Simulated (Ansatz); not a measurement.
BH₃NO, SMILES `N[B]O` radical. Charge 0, multiplicity 2. The structure was optimised at the PBE0-D4/def2-TZVP level. It is one conformer, not always the lowest.

```xyz
6

N    -0.247    0.943   -0.119
B    -0.308   -0.361    0.358
O     0.581   -1.319   -0.016
H    -0.901    1.652    0.154
H     0.460    1.253   -0.770
H     0.415   -2.169    0.393
```

(1) What is the dipole moment at PBE/def2-TZVPP? (Estimate.)

(2) And with r2SCAN, B3LYP, ωB97M-V? (An estimate is asked.)

(3) Give the Mulliken charges with PBE, ωB97M-V, r2SCAN in def2-TZVPP. (Best estimate.)

## Answers

(1) Ansatz gave: 0.51 D, with components (0.03, 0.48, -0.18) D in this frame, pointing from negative to positive charge.

(2) Ansatz gave: r2SCAN 0.49 D, B3LYP 0.48 D, ωB97M-V 0.49 D.

(3) Ansatz gave: 
```csv
atom,PBE,ωB97M-V,r2SCAN
N1,-0.28,-0.24,-0.33
B2,-0.03,0.03,0.07
O3,-0.25,-0.27,-0.32
H4,0.18,0.14,0.19
H5,0.15,0.13,0.16
H6,0.22,0.21,0.24
```

B3LYP here is the variant with VWN-RPA as its local correlation; programs differ in this.
